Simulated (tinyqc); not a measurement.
Inside a calculation. Method: ROHF in the sto-6g basis, for NH3+, spin multiplicity 2. One step of it, computed by the program tinyqc.

Problem. Iteration 2: Roothaan effective Fock matrix. With projectors Pc = D(beta) S, Po = (D(alpha) - D(beta)) S, Pv = 1 - D(alpha) S, the block xy is Px^T F Py; with Fc = (F(alpha) + F(beta))/2, the blocks are Fc for cc, oo, vv and cv, F(beta) for co and F(alpha) for ov.

F(alpha) (hartree):
```
             1N 1s      1N 2s     1N 2px     1N 2py     1N 2pz      2H 1s      3H 1s      4H 1s
1N 1s   -15.743642  -3.811027  -0.000012   0.000000   0.002039  -0.651914  -0.651268  -0.651268
1N 2s    -3.811027  -2.176170  -0.000101   0.000000   0.011376  -0.771715  -0.771199  -0.771199
1N 2px   -0.000012  -0.000101  -0.653735   0.000000   0.000004  -0.522797   0.261185   0.261185
1N 2py    0.000000   0.000000   0.000000  -0.653710   0.000000   0.000000  -0.452619   0.452619
1N 2pz    0.002039   0.011376   0.000004   0.000000  -0.719604   0.055198   0.055164   0.055164
2H 1s    -0.651914  -0.771715  -0.522797   0.000000   0.055198  -0.611385  -0.179548  -0.179548
3H 1s    -0.651268  -0.771199   0.261185  -0.452619   0.055164  -0.179548  -0.611054  -0.179314
4H 1s    -0.651268  -0.771199   0.261185   0.452619   0.055164  -0.179548  -0.179314  -0.611054
```

F(beta) (hartree):
```
             1N 1s      1N 2s     1N 2px     1N 2py    1N 2pz      2H 1s      3H 1s      4H 1s
1N 1s   -15.721567  -3.777725  -0.000012   0.000000  0.002810  -0.645536  -0.644895  -0.644895
1N 2s    -3.777725  -2.019413  -0.000099   0.000000  0.046672  -0.735784  -0.735296  -0.735296
1N 2px   -0.000012  -0.000099  -0.612526   0.000000  0.000049  -0.514558   0.257068   0.257068
1N 2py    0.000000   0.000000   0.000000  -0.612501  0.000000   0.000000  -0.445487   0.445487
1N 2pz    0.002810   0.046672   0.000049   0.000000  0.039605   0.037279   0.037227   0.037227
2H 1s    -0.645536  -0.735784  -0.514558   0.000000  0.037279  -0.597848  -0.170734  -0.170734
3H 1s    -0.644895  -0.735296   0.257068  -0.445487  0.037227  -0.170734  -0.597531  -0.170507
4H 1s    -0.644895  -0.735296   0.257068   0.445487  0.037227  -0.170734  -0.170507  -0.597531
```

D(alpha) after iteration 1:
```
            1N 1s      1N 2s     1N 2px     1N 2py     1N 2pz      2H 1s      3H 1s      4H 1s
1N 1s    1.048341  -0.203064   0.000015   0.000000  -0.009489  -0.019373  -0.019378  -0.019378
1N 2s   -0.203064   0.864386  -0.000117   0.000000   0.057915   0.069884   0.069950   0.069950
1N 2px   0.000015  -0.000117   0.578781   0.000000   0.000023   0.250618  -0.125264  -0.125264
1N 2py   0.000000   0.000000   0.000000   0.578807   0.000000   0.000000   0.217003  -0.217003
1N 2pz  -0.009489   0.057915   0.000023   0.000000   0.989557  -0.036484  -0.036487  -0.036487
2H 1s   -0.019373   0.069884   0.250618   0.000000  -0.036484   0.115906  -0.046855  -0.046855
3H 1s   -0.019378   0.069950  -0.125264   0.217003  -0.036487  -0.046855   0.115852  -0.046864
4H 1s   -0.019378   0.069950  -0.125264  -0.217003  -0.036487  -0.046855  -0.046864   0.115852
```

D(beta) after iteration 1:
```
            1N 1s      1N 2s     1N 2px     1N 2py     1N 2pz      2H 1s      3H 1s      4H 1s
1N 1s    1.048151  -0.202015   0.000016   0.000000   0.004196  -0.019856  -0.019862  -0.019862
1N 2s   -0.202015   0.858581  -0.000122   0.000000  -0.017860   0.072561   0.072630   0.072630
1N 2px   0.000016  -0.000122   0.578781   0.000000  -0.000041   0.250620  -0.125261  -0.125261
1N 2py   0.000000   0.000000   0.000000   0.578807   0.000000   0.000000   0.217003  -0.217003
1N 2pz   0.004196  -0.017860  -0.000041   0.000000   0.000372  -0.001528  -0.001501  -0.001501
2H 1s   -0.019856   0.072561   0.250620   0.000000  -0.001528   0.114671  -0.048092  -0.048092
3H 1s   -0.019862   0.072630  -0.125261   0.217003  -0.001501  -0.048092   0.114614  -0.048101
4H 1s   -0.019862   0.072630  -0.125261  -0.217003  -0.001501  -0.048092  -0.048101   0.114614
```

overlap S:
```
           1N 1s     1N 2s     1N 2px     1N 2py     1N 2pz      2H 1s      3H 1s      4H 1s
1N 1s   1.000000  0.229416   0.000000   0.000000   0.000000   0.038883   0.038845   0.038845
1N 2s   0.229416  1.000000   0.000000   0.000000   0.000000   0.384785   0.384551   0.384551
1N 2px  0.000000  0.000000   1.000000   0.000000   0.000000   0.366932  -0.183316  -0.183316
1N 2py  0.000000  0.000000   0.000000   1.000000   0.000000   0.000000   0.317667  -0.317667
1N 2pz  0.000000  0.000000   0.000000   0.000000   1.000000  -0.032773  -0.032746  -0.032746
2H 1s   0.038883  0.384785   0.366932   0.000000  -0.032773   1.000000   0.106216   0.106216
3H 1s   0.038845  0.384551  -0.183316   0.317667  -0.032746   0.106216   1.000000   0.106087
4H 1s   0.038845  0.384551  -0.183316  -0.317667  -0.032746   0.106216   0.106087   1.000000
```

Give: effective F.

Solution.

effective F (hartree):
```
           1N 1s    1N 2s   1N 2px   1N 2py   1N 2pz    2H 1s    3H 1s    4H 1s
1N 1s   -15.7326  -3.7943   0.0000   0.0000   0.0036  -0.6488  -0.6481  -0.6481
1N 2s    -3.7943  -2.0970  -0.0001   0.0000   0.0405  -0.7543  -0.7538  -0.7538
1N 2px    0.0000  -0.0001  -0.6331   0.0000   0.0000  -0.5187   0.2591   0.2591
1N 2py    0.0000   0.0000   0.0000  -0.6331   0.0000   0.0000  -0.4491   0.4491
1N 2pz    0.0036   0.0405   0.0000   0.0000  -0.3418   0.0460   0.0460   0.0460
2H 1s    -0.6488  -0.7543  -0.5187   0.0000   0.0460  -0.6046  -0.1751  -0.1751
3H 1s    -0.6481  -0.7538   0.2591  -0.4491   0.0460  -0.1751  -0.6043  -0.1749
4H 1s    -0.6481  -0.7538   0.2591   0.4491   0.0460  -0.1751  -0.1749  -0.6043
```
